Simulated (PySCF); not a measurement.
Atoms are numbered as in `[NH2:1][CH:2]=[NH2+:3]` (H(Xn): hydrogen on atom n). Ha(N3) is cis to N1; Hb(N3) is trans to N1.

Geometry: PBE0-D3(BJ)/def2-SVP; GIAO absolute shieldings from PySCF 2.14.0 with density-fitted response routines, gas phase, non-relativistic, averaged over equivalent atoms.

At PBE0/pcSseg-1 (76 basis functions, 2.5 s wall time on 1 thread of an x86-64 server CPU, shared host):
```csv
atoms,σ (ppm)
N3,138.1
N1,138.1
C2,23.8
H(C2),23.81
Hb(N3),24.80
H(N1),25.01
Ha(N3),25.22
```

**Question.** What do these become at CAM-B3LYP/pcSseg-2?

**Answer.** 
```csv
atoms,σ at CAM-B3LYP/pcSseg-2,change
N3,137.4,-0.7
N1,137.4,-0.7
C2,12.8,-11.0
H(C2),23.56,-0.25
Hb(N3),24.80,+0.00
H(N1),24.98,-0.03
Ha(N3),25.16,-0.06
```

The largest change is at C2 (C=N carbon). Cost: 178 basis functions, 7.7 s wall time on 1 thread of an x86-64 server CPU, shared host.
